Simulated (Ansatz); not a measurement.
The same path of C2H6S2 (10 atoms, charge 0, multiplicity 1) was run twice with different band settings. The coordinate that changes most is the dihedral H5–S1–C2–H7.

Theory: RKS PBE/STO-3G (Ansatz 0.2.0).

Relaxed end points:

```xyz
10
Properties=species:S:1:pos:R:3
S -1.508 0.358 -1.219
C -0.328 0.597 0.172
C 0.339 -0.759 0.581
S 1.244 -1.617 -0.763
H -1.967 1.650 -1.154
H -0.851 1.009 1.063
H 0.469 1.324 -0.103
H -0.449 -1.460 0.924
H 1.006 -0.567 1.450
H 2.129 -0.585 -0.948
```

```xyz
10
Properties=species:S:1:pos:R:3
S -1.620 0.936 -0.911
C -0.366 0.801 0.415
C 0.219 -0.653 0.547
S 0.829 -1.351 -1.039
H -0.888 0.030 -1.667
H -0.830 1.080 1.384
H 0.481 1.506 0.250
H -0.578 -1.340 0.899
H 1.025 -0.656 1.312
H 1.811 -0.404 -1.188
```

Common settings: movable images 7; spring 5.0 eV/Å²; start path through a guess of the saddle point; force threshold 0.03 eV/Å; end points relaxed.

| run | climbing image | optimiser | iteration limit |
| --- | --- | --- | --- |
| 1 | yes | quadratic models (default) | 45 |
| 2 | from the first iteration | fire | 60 |

What does each run give, and how far can it be trusted?

Run 1: converged after 7 iterations, highest image 0.038 eV above the first end. A vibrational analysis at the climbing image gives one clearly imaginary mode, 193i cm⁻¹: a first-order saddle point.
Run 2: converged after 39 iterations, highest image 0.040 eV above the first end. Another band between the same ends (7 images) ends at a top of the same energy, where a vibrational analysis finds 1 clearly imaginary mode.
Limits of this set-up: minimal basis.
